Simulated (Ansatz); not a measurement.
## BF, singlet: vertical spin and charge gaps

Geometry (PBE0/def2-TZVP stationary point for this spin):

```xyz
2

B     0.0000    0.0000    0.0000
F     0.0000    0.0000    1.2631
```

Basis cc-pVDZ; Ansatz 0.2.0. Correlated methods freeze the noble-gas cores. Prefix R: restricted or restricted open-shell reference; prefix U: unrestricted. Active spaces: valence = (10e, 8o) chosen from the atoms' valence shells.

Gaps are energies of the second state less the first, at fixed atoms, for a selection of the levels run; each method lands on the state that its own search finds for that charge and spin.

Task: PBE gives 10.836 eV for removing an electron, to the doublet. Estimate what UCCSDT(Q) gives in cc-pVDZ.

Result: UCCSDT(Q) in cc-pVDZ gives 10.906 eV, so against it PBE is off by -0.070 eV, of which a good part can be the reference's own basis and frozen-core error.

| level | gap (eV) | error (meV) |
| --- | --- | --- |
| UHF | 9.973 | -933 |
| CISD | 10.711 | -195 |
| UCCSD(T) | 10.909 | 3 |
| BCCD(T) | 10.911 | 5 |
| RCCSDT | 10.904 | -2 |
| NEVPT2 (valence space) | 10.274 | -632 |
| MRCISD (valence space) | 10.680 | -226 |
| B3LYP | 11.052 | 146 |
| wB97M-V | 11.110 | 204 |
| RPA-PBE | 11.102 | 196 |

Task: PBE gives 3.380 eV for triplet less singlet. Estimate what UCCSDT(Q) gives in cc-pVDZ.

Result: UCCSDT(Q) in cc-pVDZ gives 3.730 eV, so against it PBE is off by -0.350 eV, of which a good part can be the reference's own basis and frozen-core error.

```csv
level,gap (eV),error (meV)
RMP2,3.428,-302
UCCSD(T),3.725,-5
BCCD(T),3.729,-1
RCCSDT(Q),3.733,3
CASSCF (valence space),3.808,78
NEVPT2 (valence space),3.220,-510
MRCISD (valence space),3.582,-148
MRCISD+Q (valence space),3.631,-99
r2SCAN,3.148,-582
RPA-PBE,3.773,43
```

In so small a basis the reference is far from its limit while semilocal and hybrid functionals are nearer theirs (RPA and double hybrids share part of the reference's basis error), so the functionals' errors here hold much of the reference's basis and frozen-core error, which can add to them or hide them.

Full CI isn't at hand for all of this; UCCSDT(Q) serves as the reference, and is uncertain by the last step of the cluster series or more. The frozen core follows each run's orbitals, which can shift R against U totals by a few meV.
